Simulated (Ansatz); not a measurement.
## Lead, fcc: convergence with Gaussian smearing

Computed with Ansatz, LDA, scalar-relativistic PAW, on the relaxed cell (a = 4.875 Å; spin not included). Errors count from a run at 420 eV on a Γ-centred 18×18×18 mesh with Fermi-Dirac smearing of 0.1 eV, extrapolated to zero width. Fixed here: cutoff 420 eV, mesh 11×11×11. The SCF starts from atomic densities corrected by a trained network.

```tsv
width (eV)	E(σ→0) error (meV/atom)	F error (meV/atom)	P (GPa)	SCF iterations
0.01	-6.6	-6.7	0.06	6
0.03	-6.8	-7.0	0.06	6
0.1	-7.1	-8.2	-0.02	6
0.2	-7.5	-10.8	-0.05	6
0.3	-6.4	-15.4	0.02	6
0.6	-2.5	-46.9	0.30	6
1.0	-0.5	-127.4	0.67	6
```
